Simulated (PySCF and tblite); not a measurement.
Values are calculated unless marked as measured or tabulated.
C₃H₅Cl, numbered as in [CH2:1]=[CH:2][CH2:3][Cl:4].

Search: ETKDG and KDG, MMFF94s, GFN2-xTB, 90 starts; geometries at PBE0-D3(BJ)/def2-SVP. Free energies are M06-2X/def2-SVPD single points with GFN2-xTB rigid-rotor and vibrational terms (modes under about 100 cm⁻¹ blended into free rotors). Symmetry numbers and mirror images are counted. Conformers within 3 kcal/mol (GFN2-xTB free energy) were kept, 4 at most. GIAO shieldings: CAM-B3LYP/pcSseg-2. Shifts are against TMS (¹H), TMS (¹³C) at the same level; of two unlike H on one atom, a is the less shielded. Programs: PySCF with density fitting and tblite.

Torsions listed: C1–C2–C3–Cl4. Of a mirror pair one member is shown.

| conformer | shape | symmetry | E(GFN2) kcal/mol | E(DFT) kcal/mol |
| --- | --- | --- | --- | --- |
| 1 | 120° | C1 (pair) | 0.00 | 0.00 |
| 2 | 0° | Cs | 0.74 | 0.04 |

Question: How much do the weights at 298.15 K and the averaged shift of H1a depend on how the conformers are weighted?

Answer: 
```
                                                              weighting  1 (%)  2 (%)  δ (ppm)  rms dipole (D)
DFT energy with thermal terms, symmetry and mirror images (full scheme)     61     39     5.70            2.04
                             DFT energy with symmetry and mirror images     68     32     5.66            2.05
                                                        bare DFT energy     52     48     5.75            2.03
                        GFN2-xTB energy with symmetry and mirror images     87     13     5.56            2.08
                                                   GFN2-xTB free energy     84     16     5.58            2.07
                                                leading conformer alone    100      0     5.49            2.09
                                                          equal weights     50     50     5.75            2.03
```

The largest departure from the full scheme, 0.20 ppm, comes with: leading conformer alone.
